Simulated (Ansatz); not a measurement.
Nudged elastic band run: C₃H₅N

input.yaml

```yaml
crystal:
  periodic: [false, false, false]
  atoms:
    - { symbol: C, position_ang: [-0.400549, 0.829297, -0.442906] }
    - { symbol: C, position_ang: [-0.105026, -0.326697, 0.52384] }
    - { symbol: C, position_ang: [1.000183, -1.178284, 0.076729] }
    - { symbol: "N", position_ang: [1.8778, -1.83622, -0.296144] }
    - { symbol: H, position_ang: [-0.679852, 0.451712, -1.437755] }
    - { symbol: H, position_ang: [-1.233029, 1.436885, -0.057927] }
    - { symbol: H, position_ang: [0.477409, 1.481825, -0.560372] }
    - { symbol: H, position_ang: [-0.996038, -0.964023, 0.651807] }
    - { symbol: H, position_ang: [0.147402, 0.059204, 1.525728] }
basis:
  gaussian: { orbitals: def2-SVP }
hamiltonian:
  xc: b3lyp
  dispersion: d4
neb:
  order_check: false
  images: 4
  f_tol: 0.05
  max_iterations: 60
  initial_path: idpp
  climbing: false
  final_atoms:
    - { symbol: C, position_ang: [-0.39595553, 0.834848, -0.4367296] }
    - { symbol: C, position_ang: [-0.20386431, -0.44403885, 0.39134013] }
    - { symbol: C, position_ang: [1.14161601, -1.01060942, 0.26558678] }
    - { symbol: "N", position_ang: [2.21172512, -1.43940943, 0.15149221] }
    - { symbol: H, position_ang: [-1.41712143, 1.22082863, -0.29981767] }
    - { symbol: H, position_ang: [0.31320297, 1.61695047, -0.12720136] }
    - { symbol: H, position_ang: [-0.24143079, 0.63951258, -1.50835838] }
    - { symbol: H, position_ang: [-0.92879219, -1.21737863, 0.08637291] }
    - { symbol: H, position_ang: [-0.39107985, -0.24700436, 1.46031497] }
```

Command:

```bash
$ ansatz run input.yaml --threads 1 --pin off --max-ram 2048MiB --backend cpu --events-out ev --progress --plain --runs-dir out
```

Output, in part (warnings, iteration lines, the closing report on the highest movable image, with atoms numbered from 0):

```
NEB end point (image 0): max|allowed force component| = 9.598e-3 eV/Å (the criterion of neb.relax_end_points is 1.000e-2)
NEB end point (image 5): max|allowed force component| = 1.497e-3 eV/Å (the criterion of neb.relax_end_points is 1.000e-2)
NEB iter   1: max|band force component| = 7.747e-1 eV/Å  barrier→ = 0.1490 eV  barrier← = 0.1490 eV  Δτ_max = 0.0575 Å  (141 SCF iters)
NEB iter   2: max|band force component| = 3.247e-1 eV/Å  barrier→ = 0.1244 eV  barrier← = 0.1243 eV  Δτ_max = 0.0076 Å  (98 SCF iters)
NEB iter   3: max|band force component| = 6.650e-2 eV/Å  barrier→ = 0.1219 eV  barrier← = 0.1219 eV  Δτ_max = 0.0016 Å  (100 SCF iters)
NEB iter   4: max|band force component| = 2.243e-2 eV/Å  barrier→ = 0.1218 eV  barrier← = 0.1217 eV  Δτ_max = 0.0000 Å  (184 SCF iters)
Total energy: -4678.80169867 eV, -171.9427910205 hartree
Atom 0 at    -0.436917     0.790421    -0.499212 Å, force     0.001902    -0.003489     0.000715 eV/Å
Atom 1 at    -0.171540    -0.410125     0.443456 Å, force     0.001729     0.004649     0.011343 eV/Å
Atom 2 at     1.169857    -0.980627     0.302999 Å, force    -0.005132    -0.008841    -0.027242 eV/Å
Atom 3 at     2.240733    -1.406221     0.182998 Å, force    -0.005624    -0.013851    -0.005569 eV/Å
Atom 4 at    -1.134158     0.517293    -1.303876 Å, force     0.024790    -0.016237    -0.024078 eV/Å
Atom 5 at    -0.875919     1.631335     0.055886 Å, force    -0.037491    -0.008131    -0.004370 eV/Å
Atom 6 at     0.490507     1.147233    -0.968083 Å, force     0.010045     0.024679     0.025307 eV/Å
Atom 7 at    -0.900899    -1.218146     0.269816 Å, force    -0.008808     0.008730     0.018713 eV/Å
Atom 8 at    -0.293365    -0.117465     1.499016 Å, force     0.018590     0.012492     0.005181 eV/Å
Dipole moment:    -0.729314     0.337606     0.048056 e Å
```

The forces met the threshold. No image climbed, so the highest image needn't sit at the top of the path.

Final band (atoms are numbered from 1 in the order of the input):

```
image  path coordinate (Å)  energy (eV)  dihedral H7–C1–C2–C3 (°)
    0                 0.00        0.000                       -60
    1                 0.63        0.047                       -36
    2                 1.25        0.122                       -12
    3                 1.88        0.120                        13
    4                 2.51        0.045                        37
    5                 3.14        0.000                        61
```

Time of the run: 43 s on 1 thread of Arm Neoverse V2, with other jobs on the host, peak memory 0.15 GiB.
